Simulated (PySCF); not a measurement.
**Working out the ionisation energy of C**

C [He] 2s2 2p2 (3P) → C⁺ [He] 2s2 2p1 (2P). Computed with PySCF 2.14 in aug-cc-pVQZ (6s5p4d3f2g, 80 functions), with the non-relativistic Hamiltonian (point nucleus). Frozen: 1s2. Energies in hartree (1 hartree = 27.21139 eV):

```
            part   C (lower)  C⁺ (upper)
             UHF  -37.693352  -37.296492
CCSD correlation   -0.091120   -0.077247
             (T)   -0.002403   -0.001274
```

Task: What does Hartree-Fock give?

Result: (-37.296492) − (-37.693352) = 0.396860 hartree = 10.799 eV.

Task: What do CCSD and CCSD(T) give?

Result: The CCSD correlation energies differ by 0.013873 hartree = 0.378 eV and the triples by 0.001129 hartree = 0.031 eV, so CCSD gives 11.177 eV and CCSD(T) 11.208 eV.

Measured between the centres of the two terms (NIST): 11.262 eV, so CCSD(T) (valence) is off by -0.054 eV.

What remains against the reference includes basis incompleteness, the frozen core and higher excitations.
